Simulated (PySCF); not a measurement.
# C3H6F2 (1,3-difluoropropane): levels of theory compared

Wanted: a comparison of 6 runs (B3LYP/6-31G*, CAM-B3LYP/cc-pVDZ, M06-2X/cc-pVDZ, M06-L/cc-pVDZ, PBE0/cc-pVDZ, r2SCAN/cc-pVDZ) of C3H6F2 (1,3-difluoropropane). The job is set up through a Python script.

The results are computed with PySCF 2.14.0.

1 further run of the same task is left out (set aside as unsound or not needed).

### Step 1. The structure to begin with

The species is C3H6F2 (11 atoms), meant as a singlet with charge 0. As SMILES, `FCCCF`. One bond was lengthened or shortened from a relaxed shape.

Bond lengths: F1–C2 1.383 Å, C2–C3 1.736 Å, C3–C4 1.507 Å, C4–F5 1.386 Å, C2–H6 1.096 Å, C2–H7 1.093 Å, C3–H8 1.093 Å, C3–H9 1.095 Å, C4–H10 1.095 Å, C4–H11 1.093 Å. Some angles: F1–C2–C3 109.8°, C2–C3–C4 112.4°, C3–C4–F5 110.3°, F1–C2–H6 107.7°, F1–C2–H7 107.9°, C3–C2–H6 111.1°, C3–C2–H7 111.3°, C2–C3–H8 109.6°, C2–C3–H9 109.3°, C4–C3–H8 109.6°.

### Step 2. A single-point energy at B3LYP/6-31G(d) (spherical functions) (run 1)

The input, input.xyz:

```xyz
11

F     -2.015456     1.627666    -0.003818
C     -0.766356     1.195666     0.403882
C     -0.375000    -0.298800    -0.387800
C      0.967500    -0.838200     0.034700
F      1.975600     0.040200    -0.331200
H     -0.795556     1.070266     1.491882
H     -0.043056     1.976766     0.157382
H     -0.388200    -0.154300    -1.471600
H     -1.138100    -1.046200    -0.147100
H      1.026200    -0.968100     1.120800
H      1.173400    -1.798000    -0.445900
```

The input, run.py:

```python
from pyscf import gto, dft

mol = gto.M(
    atom='input.xyz',
    basis='6-31g*',
    max_memory=1860,
    charge=0,
    verbose=3,
)

mf = dft.RKS(mol)
mf.xc = 'b3lyp'
mf.conv_tol = 1e-10
mf.grids.level = 5
mf.kernel()
if not mf.converged:
    mf = mf.newton().run(mf.mo_coeff, mf.mo_occ)

energy = mf.e_tot
print(f'total energy: {energy:.8f} hartree')
```

Command:

```sh
$ OMP_NUM_THREADS=1 python run.py
```

Output:

```text
converged SCF energy = -317.574570769272
total energy: -317.57457077 hartree
```

Wall time 30 s (1 thread of Intel Xeon at 2.70GHz, shared host); peak memory 0.42 GiB.

### Step 3. The energy at CAM-B3LYP/cc-pVDZ (run 2)

The input, input.py:

```python
from pyscf import gto, dft

molecule = gto.M(
    atom='''
F     -3.808660     3.075843    -0.007215
C     -1.448203     2.259481     0.763226
C     -0.708647    -0.564650    -0.732836
C      1.828310    -1.583968     0.065573
F      3.733343     0.075967    -0.625877
H     -1.503383     2.022510     2.819248
H     -0.081364     3.735546     0.297409
H     -0.733592    -0.291585    -2.780921
H     -2.150697    -1.977031    -0.277979
H      1.939237    -1.829444     2.118005
H      2.217405    -3.397728    -0.842629
''',
    spin=0,
    verbose=3,
    unit='bohr',
    basis='cc-pvdz',
    max_memory=1860,
    charge=0,
)

calc0 = dft.RKS(molecule, xc='cam-b3lyp')
calc0.grids.level = 5
calc0.conv_tol = 1e-10
calc0.kernel()
if not calc0.converged:
    calc0 = calc0.newton().run(calc0.mo_coeff, calc0.mo_occ)

etot = calc0.e_tot
print(f'total energy: {etot:.8f} hartree')
```

Command:

```sh
$ OMP_NUM_THREADS=1 python input.py
```

Output:

```text
converged SCF energy = -317.475520512374
total energy: -317.47552051 hartree
```

Wall time 43 s (1 thread of Intel Xeon at 2.70GHz, shared host); peak memory 0.52 GiB.

Runs 3 to 5 aren't shown in full; the table further down has their settings and results.

### Step 4. The energy at r2SCAN/cc-pVDZ (run 6)

The input, start.xyz:

```xyz
11
C3H6F2
F     -2.015456     1.627666    -0.003818
C     -0.766356     1.195666     0.403882
C     -0.375000    -0.298800    -0.387800
C      0.967500    -0.838200     0.034700
F      1.975600     0.040200    -0.331200
H     -0.795556     1.070266     1.491882
H     -0.043056     1.976766     0.157382
H     -0.388200    -0.154300    -1.471600
H     -1.138100    -1.046200    -0.147100
H      1.026200    -0.968100     1.120800
H      1.173400    -1.798000    -0.445900
```

The input, input.py:

```python
from pyscf import gto, dft

system = gto.Mole()
system.atom = 'start.xyz'
system.basis = 'cc-pvdz'
system.verbose = 3
system.max_memory = 1860
system.charge = 0
system.build()

mf = dft.RKS(system)
mf.xc = 'r2scan'
mf.grids.level = 5
mf.conv_tol = 1e-10
mf.kernel()
if not mf.converged:
    mf = mf.newton().run(mf.mo_coeff, mf.mo_occ)

e_tot = mf.e_tot
print('E(%s) = %.9f' % ('R2SCAN', e_tot))
```

Command:

```sh
$ OMP_NUM_THREADS=1 python input.py
```

Output:

```text
converged SCF energy = -317.439482731887
E(R2SCAN) = -317.439482732
```

Run time: 72 s. Hardware: 1 thread of Intel Xeon at 2.70GHz, shared host; peak memory 0.57 GiB.

### Step 5. Overview of the runs

| run | level | energy (Eh) | dipole moment (D) | HOMO energy (eV) | LUMO energy (eV) | wall time |
| --- | --- | --- | --- | --- | --- | --- |
| 1 | B3LYP/6-31G* (spherical functions) | -317.574571 | 1.70 | -8.26 | 2.38 | 30 s |
| 2 | CAM-B3LYP/cc-pVDZ | -317.475521 | 1.78 | -10.04 | 2.72 | 43 s |
| 3 | M06-2X/cc-pVDZ | -317.471789 | 1.83 | -10.06 | 2.63 | 59 s |
| 4 | M06-L/cc-pVDZ | -317.555464 | 1.74 | -7.43 | 1.75 | 81 s |
| 5 | PBE0/cc-pVDZ | -317.263566 | 1.77 | -8.65 | 1.85 | 55 s |
| 6 | r2SCAN/cc-pVDZ | -317.439483 | 1.72 | -7.41 | 1.57 | 72 s |

### Step 6. Summary of results

| quantity | value |
| --- | --- |
| run 6: total energy | -317.43948 Eh |
| run 6: dipole moment | 1.72 D |
| run 6: HOMO energy | -7.41 eV |
| run 6: LUMO energy | 1.57 eV |
| run 6: HOMO–LUMO gap | 8.98 eV |

The dipole moment (its size) runs from 1.70 D (B3LYP/6-31G*) to 1.83 D (M06-2X/cc-pVDZ). The two ends differ in method and basis. The HOMO–LUMO gap runs from 8.98 eV (r2SCAN/cc-pVDZ) to 12.76 eV (CAM-B3LYP/cc-pVDZ). Totals of different functionals can't be ranked against each other. All runs together took 5.7 min, the longest 81 s.
